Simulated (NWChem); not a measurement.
System: SiF4; SMILES F[Si](F)(F)F

The following NWChem deck was run.

```
start job
memory heap 200 mb stack 900 mb global 1100 mb
geometry units angstroms
  F      1.537843    -0.155628     0.250701
  Si     0.000111    -0.000013     0.000001
  F     -0.318483     1.483694    -0.386333
  F     -0.782311    -0.379702     1.302247
  F     -0.437286    -0.948623    -1.166588
end
basis spherical
  * library def2-svp
end
dft
  xc pbe0
  iterations 150
end
driver
  maxiter 120
end
task dft optimize
task dft freq
```

Excerpt of the output:

```
             Northwest Computational Chemistry Package (NWChem) 7.3.0
             --------------------------------------------------------

 C1  symmetry detected

                             Geometry "geometry" -> ""
                             -------------------------

 Output coordinates in angstroms (scale by  1.889725989 to convert to a.u.)

  No.       Tag          Charge          X              Y              Z
 ---- ---------------- ---------- -------------- -------------- --------------
    1 F                    9.0000     1.34201405     0.72853133     0.34682840
    2 Si                  14.0000     0.00007940     0.00010048     0.00000554
    3 F                    9.0000    -1.09600050     1.06277962    -0.34851199
    4 F                    9.0000    -0.46738831    -0.84728226     1.23110626
    5 F                    9.0000     0.22125126    -0.94418500    -1.22943128

 Effective nuclear repulsion energy (a.u.)     270.8961583699

                                Z-matrix (autoz)
                                --------

 Units are Angstrom for bonds and degrees for angles

      Type          Name      I     J     K     L     M      Value
      ----------- --------  ----- ----- ----- ----- ----- ----------
    1 Stretch                  1     2                       1.56579
    2 Stretch                  2     3                       1.56593
    3 Stretch                  2     4                       1.56595
    4 Stretch                  2     5                       1.56592
    5 Bend                     1     2     3               109.47986
    6 Bend                     1     2     4               109.47826
    7 Bend                     1     2     5               109.47485
    8 Bend                     3     2     4               109.46589
    9 Bend                     3     2     5               109.47220
   10 Bend                     4     2     5               109.45627

                           NWChem Geometry Optimization
                           ----------------------------

 maximum gradient threshold         (gmax) =   0.000450
 rms gradient threshold             (grms) =   0.000300
 maximum cartesian step threshold   (xmax) =   0.001800
 rms cartesian step threshold       (xrms) =   0.001200
 fixed trust radius                (trust) =   0.300000
 source of zmatrix                         =   autoz

          -------------------
          Energy Minimization
          -------------------

 Using diagonal initial Hessian
 Scaling for Hessian diagonals: bonds = 1.00  angles = 0.25  torsions = 0.10

          --------
          Step   0

                                 NWChem DFT Module
                                 -----------------

 Summary of "ao basis" -> "ao basis" (spherical)
 ------------------------------------------------------------------------------
       Tag                 Description            Shells   Functions and Types
 ---------------- ------------------------------  ------  ---------------------
 F                          def2-svp                 6       14   3s2p1d
 Si                         def2-svp                 8       18   4s3p1d

            General Information
            -------------------
          SCF calculation type: DFT
          Wavefunction type:  closed shell.
          No. of atoms     :     5
          No. of electrons :    50
           Alpha electrons :    25
            Beta electrons :    25
          Charge           :     0
          Spin multiplicity:     1
          Use of symmetry is: off; symmetry adaption is: off
          Maximum number of iterations: 150
          AO basis - number of functions:    74
                     number of shells:    32
          Convergence on energy requested:  1.00D-06
          Convergence on density requested:  1.00D-05
          Convergence on gradient requested:  5.00D-04

              XC Information
              --------------
                         PBE0 Method XC Functional
                     Hartree-Fock (Exact) Exchange  0.250
          PerdewBurkeErnzerhof Exchange Functional  0.750
            Perdew 1991 LDA Correlation Functional  1.000 local
           PerdewBurkeErnz. Correlation Functional  1.000 non-local

             Grid Information
             ----------------
          Grid used for XC integration:  medium
          Radial quadrature: Mura-Knowles
          Angular quadrature: Lebedev.
          Tag              B.-S. Rad. Rad. Pts. Rad. Cut. Ang. Pts.
          ---              ---------- --------- --------- ---------
          F                   0.50       49           7.0       434
          Si                  1.10       88           6.0       590
          Grid pruning is: on
          Number of quadrature shells:   284
          Spatial weights used:  Erf1

      Superposition of Atomic Density Guess
      -------------------------------------

 Sum of atomic energies:        -685.90858980

      Non-variational initial energy
      ------------------------------

 Total energy =    -686.769135
 1-e energy   =   -1496.159128
 2-e energy   =     538.493835
 HOMO         =      -0.655577
 LUMO         =       0.051130

   convergence    iter        energy       DeltaE   RMS-Dens  Diis-err
 ---------------- ----- ----------------- --------- --------- ---------
 d= 0,ls=0.0,diis     1   -688.0866327343 -9.59D+02  1.89D-02  1.12D+00
 d= 0,ls=0.0,diis     2   -688.0695239406  1.71D-02  8.98D-03  1.62D+00
 d= 0,ls=0.0,diis     3   -688.2005706670 -1.31D-01  8.08D-04  1.31D-02
 d= 0,ls=0.0,diis     4   -688.2014931636 -9.22D-04  1.62D-04  4.25D-04
 d= 0,ls=0.0,diis     5   -688.2015255397 -3.24D-05  8.76D-06  5.96D-07
 d= 0,ls=0.0,diis     6   -688.2015255894 -4.97D-08  9.28D-07  1.22D-08

         Total DFT energy =     -688.201525589399
      One electron energy =    -1496.927704512383
           Coulomb energy =      600.330923259823
    Exchange-Corr. energy =      -62.500902706698
 Nuclear repulsion energy =      270.896158369859

 Numeric. integr. density =       50.000004322861

                       DFT Final Molecular Orbital Analysis
                       ------------------------------------

 Vector   23  Occ=2.000000D+00  E=-4.617605D-01
              MO Center=  9.8D-02,  4.3D-01, -1.3D-01, r^2= 2.7D+00
   Bfn.  Coefficient  Atom+Function         Bfn.  Coefficient  Atom+Function
  ----- ------------  ---------------      ----- ------------  ---------------
     5      0.367702  1 F  py                37     -0.305421  3 F  py
    64      0.280963  5 F  px                36     -0.260539  3 F  px
     8     -0.259021  1 F  py                40      0.215126  3 F  py
     4     -0.197162  1 F  px                67     -0.197900  5 F  px
    39      0.183534  3 F  px                50      0.177354  4 F  px

 Vector   24  Occ=2.000000D+00  E=-4.617519D-01
              MO Center=  2.8D-01, -1.1D-01,  2.1D-01, r^2= 2.7D+00
   Bfn.  Coefficient  Atom+Function         Bfn.  Coefficient  Atom+Function
  ----- ------------  ---------------      ----- ------------  ---------------
     6      0.401967  1 F  pz                50     -0.318187  4 F  px
    64      0.304250  5 F  px                 9     -0.283165  1 F  pz
    53      0.224131  4 F  px                67     -0.214310  5 F  px
    52     -0.191559  4 F  pz                38     -0.185890  3 F  pz
    55      0.134919  4 F  pz                41      0.130928  3 F  pz

 Vector   25  Occ=2.000000D+00  E=-4.617274D-01
              MO Center= -3.8D-01, -3.2D-01, -7.5D-02, r^2= 2.6D+00
   Bfn.  Coefficient  Atom+Function         Bfn.  Coefficient  Atom+Function
  ----- ------------  ---------------      ----- ------------  ---------------
    38      0.345993  3 F  pz                51     -0.335571  4 F  py
    65      0.315813  5 F  py                66     -0.247215  5 F  pz
    41     -0.243727  3 F  pz                54      0.236371  4 F  py
    68     -0.222461  5 F  py                69      0.174129  5 F  pz
    52     -0.168384  4 F  pz                50      0.165133  4 F  px

 Vector   26  Occ=0.000000D+00  E= 2.570987D-02
              MO Center=  4.5D-04,  8.5D-04,  2.7D-05, r^2= 3.6D+00
   Bfn.  Coefficient  Atom+Function         Bfn.  Coefficient  Atom+Function
  ----- ------------  ---------------      ----- ------------  ---------------
    18      1.472299  2 Si s                  3     -0.364399  1 F  s
    35     -0.364268  3 F  s                 49     -0.364094  4 F  s
    63     -0.364120  5 F  s                 16      0.259859  2 Si s
     7      0.148103  1 F  px                 4     -0.142445  1 F  px
    17      0.140003  2 Si s                  2     -0.139031  1 F  s

[...]

      ----------------------
      Optimization converged
      ----------------------

  Step       Energy      Delta E   Gmax     Grms     Xrms     Xmax
  ---- ---------------- -------- -------- -------- -------- --------
@    3    -688.20287369 -3.4D-08  0.00000  0.00000  0.00010  0.00017
                                     ok       ok       ok       ok

                                Z-matrix (autoz)
                                --------

 Units are Angstrom for bonds and degrees for angles

      Type          Name      I     J     K     L     M      Value     Gradient
      ----------- --------  ----- ----- ----- ----- ----- ---------- ----------
    1 Stretch                  1     2                       1.58615   -0.00000
    2 Stretch                  2     3                       1.58616   -0.00000
    3 Stretch                  2     4                       1.58616   -0.00000
    4 Stretch                  2     5                       1.58616   -0.00000
    5 Bend                     1     2     3               109.47087   -0.00000
    6 Bend                     1     2     4               109.47091    0.00000
    7 Bend                     1     2     5               109.47036   -0.00000
    8 Bend                     3     2     4               109.47217   -0.00000
    9 Bend                     3     2     5               109.47211    0.00000
   10 Bend                     4     2     5               109.47090   -0.00000

                         Geometry "geometry" -> "geometry"
                         ---------------------------------

 Output coordinates in angstroms (scale by  1.889725989 to convert to a.u.)

  No.       Tag          Charge          X              Y              Z
 ---- ---------------- ---------- -------------- -------------- --------------
    1 F                    9.0000     1.35933956     0.73795120     0.35133830
    2 Si                  14.0000    -0.00001788    -0.00000959    -0.00000116
    3 F                    9.0000    -1.11011459     1.07652880    -0.35304622
    4 F                    9.0000    -0.47338835    -0.85818819     1.24713133
    5 F                    9.0000     0.22413715    -0.95633805    -1.24542533

 Effective nuclear repulsion energy (a.u.)     267.4362832718

                Final and change from initial internal coordinates
                --------------------------------------------------

                                Z-matrix (autoz)
                                --------

 Units are Angstrom for bonds and degrees for angles

      Type          Name      I     J     K     L     M      Value       Change
      ----------- --------  ----- ----- ----- ----- ----- ---------- ----------
    1 Stretch                  1     2                       1.58615    0.02037
    2 Stretch                  2     3                       1.58616    0.02022
    3 Stretch                  2     4                       1.58616    0.02021
    4 Stretch                  2     5                       1.58616    0.02024
    5 Bend                     1     2     3               109.47087   -0.00898
    6 Bend                     1     2     4               109.47091   -0.00735
    7 Bend                     1     2     5               109.47036   -0.00448
    8 Bend                     3     2     4               109.47217    0.00627
    9 Bend                     3     2     5               109.47211   -0.00008
   10 Bend                     4     2     5               109.47090    0.01463

 ==============================================================================
                                internuclear distances
 ------------------------------------------------------------------------------
       center one      |      center two      | atomic units |  angstroms
 ------------------------------------------------------------------------------
    2 Si               |   1 F                |     2.99739  |     1.58615
    3 F                |   2 Si               |     2.99740  |     1.58616
    4 F                |   2 Si               |     2.99740  |     1.58616
    5 F                |   2 Si               |     2.99740  |     1.58616
 ------------------------------------------------------------------------------
                         number of included internuclear distances:          4
 ==============================================================================

[second-derivative integrals and response iterations left out]

  Vibrational analysis via the FX method

  See chapter 2 in "Molecular Vibrations" by Wilson, Decius and Cross

  Vib: Default input used

[...]

 Rotational Constants
 --------------------
 A=   0.132260 cm-1  (  0.190288 K)
 B=   0.132258 cm-1  (  0.190286 K)
 C=   0.132257 cm-1  (  0.190285 K)

 Temperature                      =   298.15K
 frequency scaling parameter      =   1.0000

 Zero-Point correction to Energy  =    7.880 kcal/mol  (  0.012558 au)
 Thermal correction to Energy     =   11.020 kcal/mol  (  0.017561 au)
 Thermal correction to Enthalpy   =   11.612 kcal/mol  (  0.018505 au)

 Total Entropy                    =   73.027 cal/mol-K
   - Translational                =   39.816 cal/mol-K (mol. weight = 103.9705)
   - Rotational                   =   26.036 cal/mol-K (symmetry #  =        1)
   - Vibrational                  =    7.175 cal/mol-K

 Cv (constant volume heat capacity) =   15.764 cal/mol-K
   - Translational                  =    2.979 cal/mol-K
   - Rotational                     =    2.979 cal/mol-K
   - Vibrational                    =    9.805 cal/mol-K

[normal modes left out]

 ----------------------------------------------------------------------------
 Normal Eigenvalue ||           Projected Infra Red Intensities
  Mode   [cm**-1]  || [atomic units] [(debye/angs)**2] [(KM/mol)] [arbitrary]
 ------ ---------- || -------------- ----------------- ---------- -----------
    1       -0.000 ||    0.000000           0.000         0.000       0.000
    2       -0.000 ||    0.000000           0.000         0.000       0.000
    3       -0.000 ||    0.000000           0.000         0.000       0.000
    4        0.000 ||    0.000000           0.000         0.000       0.000
    5        0.000 ||    0.000000           0.000         0.000       0.000
    6        0.000 ||    0.000000           0.000         0.000       0.000
    7      248.174 ||    0.000000           0.000         0.000       0.000
    8      248.181 ||    0.000000           0.000         0.000       0.000
    9      370.481 ||    0.054193           1.250        52.830       9.701
   10      370.484 ||    0.054193           1.250        52.830       9.701
   11      370.499 ||    0.054190           1.250        52.827       9.700
   12      785.475 ||    0.000000           0.000         0.000       0.000
   13     1040.517 ||    0.225138           5.194       219.476      40.300
   14     1040.520 ||    0.225133           5.194       219.470      40.299
   15     1040.530 ||    0.225141           5.194       219.479      40.300
 ----------------------------------------------------------------------------
```

Level: PBE0/def2-SVP. The printed entropy takes a lower symmetry number than the molecule has.
